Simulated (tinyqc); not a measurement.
Pariser-Parr-Pople SCF with singles CI, for the molecule c1cocn1 (SMILES; centres numbered as the heavy atoms are written), step by step. One step of it, computed by the program tinyqc.

Problem. PPP integrals. Mataga-Nishimoto: gamma = 14.399645/(R + a), a = 2 x 14.399645/(gamma_rr + gamma_ss); H_rr = -W_r - sum_(s != r) z_s gamma_rs; H_rs = beta for bonds.

Centres (angstrom, eV; a flat drawing with bonds scaled to 1.40 angstrom):
```
centre          x          y  core charge z          W   gamma_rr
1C       1.191000   0.000000              1  11.160000  11.130000
2C       0.368000   1.133000              1  11.160000  11.130000
3O      -0.963000   0.700000              2  33.000000  21.500000
4C      -0.963000  -0.700000              1  11.160000  11.130000
5N       0.368000  -1.133000              1  14.100000  12.300000
```

Resonance integrals (eV):
```
i  j       beta
1  2  -2.390000
2  3  -2.240000
3  4  -2.240000
4  5  -2.510000
5  1  -2.510000
```

Give: repulsion gamma_rs; core matrix H.

Solution.

repulsion gamma_rs (eV), lower triangle:
```
         1C       2C       3O       4C       5N
1C  11.1300
2C   5.3448  11.1300
3O   4.5750   6.3094  21.5000
4C   4.0464   4.0459   6.3084  11.1300
5N   5.4761   4.1199   4.6192   5.4776  12.3000
```

core matrix H (eV), lower triangle:
```
          1C        2C        3O        4C        5N
1C  -35.1772
2C   -2.3900  -37.2894
3O    0.0000   -2.2400  -54.8120
4C    0.0000    0.0000   -2.2400  -37.3468
5N   -2.5100    0.0000    0.0000   -2.5100  -38.4121
```
